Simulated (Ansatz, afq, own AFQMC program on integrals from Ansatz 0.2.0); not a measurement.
AlO, doublet: AFQMC among the cluster methods

```xyz
2

Al    0.0000    0.0000    0.0000
O     0.0000    0.0000    2.2740
```

Basis 6-31G. Noble-gas cores (and the filled d shells of Ga–Kr and In–Xe) are frozen. Ansatz 0.2.0 and our own AFQMC program on the same integrals; the CISD trial comes from CCSD amplitudes, and released means the phaseless constraint is let go. Error bars are statistical, one sigma.

Determinant: UHF, the one that the program's search chose, which needn't be the lowest solution. The geometry is a point of a scan.

Full CI on the same integrals is exact in this basis and with this determinant's frozen core.

Cautions: the released energies have errors that jump between times, so the bars are unsure, so no released level is given (meV from the phaseless value at times in 1/Eh: 933 ± 929 at 0.24, -13 ± 3 at 0.51, -22 ± 5 at 0.99, -35 ± 14 at 1.62, -20 ± 5 at 2.40), though the last usable value meets full CI within the noise.

The T1 diagnostic is 0.0346 and the weight of the determinant in the CISD state is 0.889. The ⟨S²⟩ of the determinant is 0.783 and the size of the correlated space is 9 electrons in 16 orbitals.

Reference: full CI, correlation energy -3.914 eV.

```
        level  E − E(reference) (meV)  share of correlation (%)
           HF                  3913.9                      0.00
          MP2                   654.4                     83.28
         CCSD                   129.0                     96.70
      CCSD(T)                    37.8                     99.04
        CCSDT                    15.3                     99.61
     CCSDT(Q)                    -7.0                    100.18
       CCSDTQ                    -0.4                    100.01
  ph-AFQMC/HF            -48.3 ± 42.9                    101.23
ph-AFQMC/CISD              20.1 ± 4.3                     99.49
```

CCSDT and higher add their correlation energy to the determinant of the CCSD(T) run, since their own runs factorise the integrals more tightly (a shift of under 2 meV). A walk keeps the symmetry of its determinant, which the program's search chose and which needn't be the lowest solution, so a lower state of the same spin and another symmetry isn't excluded.
